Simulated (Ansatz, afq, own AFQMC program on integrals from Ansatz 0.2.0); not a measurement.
# BGe, quartet → BGe⁺, quintet

```xyz
2

Ge    0.0000    0.0000    0.0000
B     0.0000    0.0000    1.9774
```

E(quintet, charge +1) − E(quartet, charge +0) at this geometry, on UHF and UHF determinants.

Basis cc-pVDZ. Noble-gas cores (and the filled d shells of Ga–Kr and In–Xe) are frozen. AFQMC by an in-house program on the Cholesky factors that Ansatz 0.2.0 writes for its CCSD(T) run. The CISD trial takes its coefficients from CCSD amplitudes. Released means that phaseless walkers are propagated on without the constraint, phases kept. Uncertainties: one standard error, sampling alone. No spin–orbit coupling. The errors of all members are added in quadrature.

Full CI on the same integrals is exact in this basis and with this determinant's frozen core.

Errors are counted within cc-pVDZ, not against nature.

Cautions: inner d shell frozen; no relativity below Rb; no spin-orbit coupling; BGe (quartet): raised T1 diagnostic (T1 0.040, weight of the determinant 0.87, largest double 0.09), the released energies are still falling, so no released level is given (meV from the phaseless value at times in 1/Eh: -6 ± 3 at 0.24, -12 ± 3 at 0.51, -21 ± 5 at 0.99, -23.1 ± 2.3 at 1.62, -27 ± 4 at 2.40), its ph-AFQMC/CISD value lies 41 ± 3 meV above full CI; BGe⁺ (quintet): lower spins were not checked, the released energies are still falling, so no released level is given (meV from the phaseless value at times in 1/Eh: -12 ± 4 at 0.24, -14 ± 3 at 0.51, -17.2 ± 2.1 at 0.99, -18.7 ± 2.4 at 1.62, -17 ± 8 at 2.40), the ph-AFQMC/CISD walk drifts between its halves (2.7 errors), its ph-AFQMC/CISD value lies 32 ± 3 meV above full CI; this needn't be the first ionization.

Reference (full CI): 10.169 eV.

```tsv
level	vertical ionization energy (eV)	error against FCI (eV)
HF	9.115	-1.054
MP2	9.840	-0.329
CCSD	10.103	-0.067
CCSD(T)	10.152	-0.017
CCSDT	10.166	-0.003
CCSDT(Q)	10.170	0.001
CCSDTQ	10.169	0.000
ph-AFQMC/HF	10.178 ± 0.029	0.009 ± 0.029
ph-AFQMC/CISD	10.161 ± 0.004	-0.008 ± 0.004
```

Correlation beyond CCSD(T) adds 0.017 eV. The perturbative (T) step is worth +0.050 eV.

CCSDT and higher add their correlation energy to the determinant of the CCSD(T) run, since their own runs factorise the integrals more tightly (a shift of under 2 meV). A walk keeps the symmetry of its determinant, which the program's search chose and which needn't be the lowest solution, so a lower state of the same spin and another symmetry isn't excluded.
